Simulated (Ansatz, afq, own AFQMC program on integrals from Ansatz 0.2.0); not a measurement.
## CO, triplet: AFQMC among the cluster methods

```yaml
atoms:
  - { symbol: O, position_ang: [0.0000, 0.0000, 0.0000] }
  - { symbol: C, position_ang: [0.0000, 0.0000, 1.1955] }
```

Basis 6-31G. Noble-gas cores (and the filled d shells of Ga–Kr and In–Xe) are frozen. Integrals, coupled cluster, full CI and functionals: Ansatz 0.2.0; the random walks run on the same integrals in our own AFQMC program. ph-AFQMC/CISD is guided by a CISD state made of CCSD amplitudes; releasing the constraint for a short imaginary time cuts its bias at the price of noise, slowly where states lie close. ± is one standard error of the sampling.

Determinant: UHF, the one that the program's search chose, which needn't be the lowest solution. The geometry is a point of a scan.

Full CI on the same integrals is exact in this basis and with this determinant's frozen core.

Cautions: lower spins were not checked; strong correlation (T1 0.061, weight of the determinant 0.84, largest double 0.13); unrestricted determinant spin contaminated (⟨S²⟩ 2.28 against 2.00); the released energies are still falling, so no released level is given (meV from the phaseless value at times in 1/Eh: -8 ± 3 at 0.24, -24 ± 5 at 0.51, -29 ± 4 at 0.99, -39 ± 4 at 1.62, -73 ± 39 at 2.40), though the last usable value meets full CI within the noise; the ph-AFQMC/HF walk drifts between its halves (2.4 errors).

The T1 diagnostic is 0.0612. The weight of the determinant in the CISD state is 0.843 and the ⟨S²⟩ of the determinant is 2.282. The size of the correlated space is 10 electrons in 16 orbitals.

| level | correlation energy (eV) |
| --- | --- |
| MP2 | -4.2221 |
| CCSD | -4.9000 |
| CCSD(T) | -5.0226 |

Q: Estimate where full CI lies against CCSD(T) on the same integrals.

A: 1.41 kcal/mol below CCSD(T).

Reference: full CI, correlation energy -5.084 eV.

```json
{"level": "CCSD(T)", "E − E(reference) (kcal/mol)": "1.41", "share of correlation (%)": "98.80"}
{"level": "ph-AFQMC/HF", "E − E(reference) (kcal/mol)": "-0.97 ± 0.58", "share of correlation (%)": "100.82"}
{"level": "ph-AFQMC/CISD", "E − E(reference) (kcal/mol)": "0.79 ± 0.11", "share of correlation (%)": "99.33"}
```
